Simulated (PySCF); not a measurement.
# How well do the runs reproduce experiment for C2H4ClF?

**What was measured.**

From NIST CCCBDB Release 22 (SRD 101), experimental polarizabilities, for the gas: mean polarisability 6.499 Å³.

The runs below try to reproduce these values; the comparison stands at the end.

Species: C2H4ClF.
Numbering: `[F:1][CH2:2][CH2:3][Cl:4]` (hydrogens: H5, H6 on C2; H7, H8 on C3)

Cartesian coordinates in Å at the PBE0-D3(BJ)/def2-TZVP level; atoms count from 1:
```
atom  x, y, z in Å
F1    -1.070   -1.189    0.857
C2    -0.717    0.011    0.271
C3     0.698   -0.105   -0.241
Cl4    1.169    1.431   -0.997
H5    -1.412    0.217   -0.546
H6    -0.796    0.801    1.022
H7     0.779   -0.888   -0.993
H8     1.394   -0.307    0.572
```

The PySCF runs (gas phase, on this PBE0-D3(BJ)/def2-TZVP geometry; no spin–orbit coupling):

| level | job | basis functions | wall time |
| --- | --- | --- | --- |
| CAM-B3LYP/aug-cc-pVTZ | 10 singlets by full TDDFT, 4 Tamm–Dancoff triplets, polarisability | 280 | 32 s |
| PBE0/aug-cc-pVTZ | 10 singlets by full TDDFT, 4 Tamm–Dancoff triplets, polarisability, dynamic polarisability | 280 | 29 s |
| wB97X-D/aug-cc-pVTZ | 10 singlets by full TDDFT, 4 Tamm–Dancoff triplets, polarisability, ΔSCF ions | 280 | 82 s |

Hardware: one thread of an Arm Neoverse V1 (shared host).

Results beside the measurements:

**Mean polarisability.** Measured: 6.499 Å³ (NIST CCCBDB Release 22 (SRD 101), experimental polarizabilities).

```csv
level,computed (Å³),computed − measured (Å³),% (from the printed values)
CAM-B3LYP/aug-cc-pVTZ,6.210,-0.289,-4
PBE0/aug-cc-pVTZ,6.227,-0.272,-4
wB97X-D/aug-cc-pVTZ,6.218,-0.281,-4
```

Closest is PBE0/aug-cc-pVTZ (-0.272 Å³), furthest CAM-B3LYP/aug-cc-pVTZ (-0.289 Å³); one molecule doesn't rank methods. All 3 levels lie below the measurement. The computed values are static and purely electronic, with core orbitals frozen in the response (1 au = 0.148185 Å³). The table of measured values doesn't say here whether a value is static or optical, or holds a vibrational part. The measurement averages over conformers, the calculation has one.

No measured geometry was used, and the causes of the misses weren't examined.
